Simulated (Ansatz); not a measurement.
C2H5F2NO, SMILES `NCC(O)(F)F`. The species carries charge 0 and has multiplicity 1. All single points use the PBE0-D4/def2-TZVP geometry. It is one conformer, not always the lowest.

```xyz
11

N    -0.722   -0.185   -1.126
C    -0.575   -0.274    0.316
C     0.824    0.202    0.674
O     1.175    1.322    0.017
F     1.714   -0.807    0.399
F     0.923    0.418    2.000
H    -0.314   -0.987   -1.589
H    -1.690   -0.120   -1.403
H    -1.276    0.416    0.789
H    -0.728   -1.270    0.742
H     0.669    1.286   -0.817
```

(1) What is the dipole moment at PBE/def2-TZVPP? (Estimate.)

(2) And with r2SCAN, B3LYP, ωB97M-V? (Estimate.)

(3) Give the Mulliken charges with PBE, r2SCAN, B3LYP in def2-TZVPP. (Estimate.)

Answers

(1) The calculation gave: 4.28 D, with components (-3.52, -1.20, -2.12) D in this frame, pointing from negative to positive charge.

(2) Computed: r2SCAN 4.37 D, B3LYP 4.43 D, ωB97M-V 4.42 D.

(3) The calculation gave: 
```csv
atom,PBE,r2SCAN,B3LYP
N1,-0.37,-0.41,-0.37
C2,-0.14,-0.02,-0.12
C3,0.34,0.47,0.47
O4,-0.24,-0.31,-0.29
F5,-0.17,-0.21,-0.22
F6,-0.15,-0.20,-0.20
H7,0.17,0.17,0.16
H8,0.16,0.16,0.15
H9,0.10,0.07,0.11
H10,0.10,0.06,0.10
H11,0.20,0.22,0.21
```

B3LYP here is the variant with VWN-RPA as its local correlation; programs differ in this.
